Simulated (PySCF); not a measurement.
## C4H5NO: core ionisation energies

Species: 4-methyloxazole, C4H5NO.
Z-matrix (Å and degrees, GFN2-xTB geometry), rows numbered from 1:
```
C 
C   1  1.4842
C   2  1.3629  1  130.22
O   3  1.3537  2  108.26  1   179.37
C   4  1.3354  3  104.51  2     0.04
N   5  1.2897  4  114.27  3    -0.03
H   1  1.0895  2  110.15  3   -90.29
H   1  1.0869  2  110.58  3    29.80
H   1  1.0863  2  109.35  3   150.93
H   3  1.0699  2  133.55  1    -0.77
H   5  1.0714  4  119.22  3   179.83
```

Theory: delta-SCF UKS SCAN, pcX-2 on the ionised atom, pcseg-1 elsewhere, spin-free X2C in PySCF 2.14.0. Binding energies are ΔSCF values: E(core-ionised, relaxed orbitals) − E(ground state) at a fixed geometry, referred to the vacuum level.

Question: List the computed XPS lines with their assignment.

Answer: 
| atom(s) | environment | level | binding energy (eV) | above the level's lowest (eV) | count |
| --- | --- | --- | --- | --- | --- |
| C1 | benzylic-type carbon | C 1s | 291.02 | 0.00 | 1 |
| C2 | substituted aromatic carbon | C 1s | 291.39 | +0.37 | 1 |
| C3 | aromatic CH next to a ring oxygen | C 1s | 291.70 | +0.68 | 1 |
| C5 | aromatic CH next to a ring nitrogen | C 1s | 292.68 | +1.66 | 1 |
| N6 | pyridine-type nitrogen | N 1s | 404.86 | 0.00 | 1 |
| O4 | furan-type oxygen | O 1s | 540.46 | 0.00 | 1 |

Lowest listed C 1s: C1, bonded to C and 3 H. Highest, 1.66 eV above it: C5, bonded to O (aromatic in the SMILES), N (aromatic in the SMILES) and H.

Question: Which photon energy gives electrons from C 1s of C5 a kinetic energy of 50 eV, and what is their de Broglie wavelength?

Answer: hν = 292.68 + 50 = 342.68 eV, recoil neglected; λ = 12.264 Å/√(E/eV) = 1.73 Å.

Geometry: GFN2-xTB; no solvent, vibrations or thermal averaging.

Time: 33 s wall. Hardware: an Arm Neoverse V1 with one thread (shared host).
